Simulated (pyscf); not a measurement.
HO–Al(OH)–F + hydrogen (H₂) → HO–Al(OH)–F + hydrogen (H₂) (four-centre exchange; singlet surface; H–O, H–H broken, H–O, H–H formed). Structures and frequencies: ωB97X-D3(BJ)/def2-SVP in PySCF. Energies in kcal/mol from the separated reactants.

| level | barrier | reaction energy |
|---|---|---|
| ωB97X-D3(BJ)/def2-TZVP | (withheld) | 0.0 |
| PBE/def2-TZVP | 60.5 | 0.0 |
| r²SCAN/def2-TZVP | 65.5 | 0.0 |
| B3LYP-D3(BJ)/def2-TZVP | 67.8 | 0.0 |
| ωB97M-D3(BJ)/def2-TZVP | (withheld) | 0.0 |
| HF/def2-TZVP | 89.1 | 0.0 |

Complete the blanks.


- ωB97X-D3(BJ)/def2-TZVP, barrier: 70.5
- ωB97M-D3(BJ)/def2-TZVP, barrier: 68.6

The functionals in the table span 10.0 kcal/mol in this barrier, from PBE to ωB97X-D3(BJ)/def2-TZVP. One saddle was located; it need not be the lowest between these sides.
